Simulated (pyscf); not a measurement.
Routes from `[CH2]=[O]` + `[OH2]`

Candidate steps break at most two bonds and form at most two. Each was searched with GFN2-xTB (tblite) first. PySCF, gas phase, ωB97X-D3(BJ)/def2-SVP geometries. MP2 and CC: frozen core, UHF for open shells. ΔMP2 is the change of the MP2 total energy from the triple- to the quadruple-zeta basis. Energies: CCSD(T)/def2-TZVPP + ΔMP2(QZVPP), kcal/mol, from the separated reactants, singlet surface.

| products | type | ΔE‡ | ΔE | ΔG‡ 298 K | ΔG‡ 900 K | ν‡ (cm⁻¹) |
|---|---|---|---|---|---|---|
| HO–CH₂–OH | addition across a multiple bond or ene-type step | 35.5 | -14.0 | 45.5 | 66.7 | 1659i |
| H₂C=O + H₂O | four-centre exchange | 80.3 | 0.0 | 85.7 | 103.4 | 2547i |

Row 2: On the reactant side the descent ends in a complex, 5.4 kcal/mol under the separated species and 83.5 kcal/mol under the saddle at ωB97X-D3(BJ)/def2-TZVP. On the product side the descent ends in a complex, 5.4 kcal/mol under the separated species and 83.5 kcal/mol under the saddle at ωB97X-D3(BJ)/def2-TZVP. 

Plain bond fissions and candidates not yet searched are not listed, and one of them may be faster. Each barrier is that of the saddle found; lower ones may exist. The CCSD(T) − MP2 part came from Ansatz, without density fitting, on the same reference.
